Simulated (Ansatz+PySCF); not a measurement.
## singlet C4H4O: levels of theory in one basis

```yaml
atoms:
  - { symbol: O, position_ang: [1.1301, -0.0455, 0.0065] }
  - { symbol: C, position_ang: [0.3104, 1.1123, 0.0065] }
  - { symbol: C, position_ang: [-0.9610, 0.6995, -0.0474] }
  - { symbol: C, position_ang: [-0.9107, -0.7174, -0.0152] }
  - { symbol: C, position_ang: [0.3998, -1.0699, -0.0038] }
  - { symbol: H, position_ang: [0.8132, 2.0251, -0.0110] }
  - { symbol: H, position_ang: [-1.8303, 1.3554, -0.0429] }
  - { symbol: H, position_ang: [-1.8520, -1.3729, -0.0382] }
  - { symbol: H, position_ang: [0.9015, -2.0588, -0.0157] }
```

Basis set: def2-SVP (spherical functions). Correlated methods keep 5 orbitals frozen. Charge 0, multiplicity 1.

Computed with Ansatz (development build ahead of 0.2.0) and PySCF 2.14.0; each method stands on the lowest determinant of its kind that the runs found. Active spaces start from the frontier orbitals, and the lowest solution found is given.

```tsv
method	E − E(RHF) (eV)	<S²> of the determinant
RHF	0.00	0.00
RHF-CCSD	-19.89	–
RHF-CCSD(T)	-20.66	–
CASSCF(6,5)	-1.53	–
```

Question: What does RHF-MP2 give on the same scale?

Answer: -19.12 eV.

Question: Is a single determinant a sound starting point here?

Answer: By this sign, yes. Unrestricted orbitals gain 0.00 eV and <S²> is 0.00 against 0.00 for a pure state. The CASSCF(6,5) natural occupations are 1.99, 1.97, 1.97, 0.03, 0.03.

Caution for CASSCF(6,5): other starts end on other solutions of this active space.
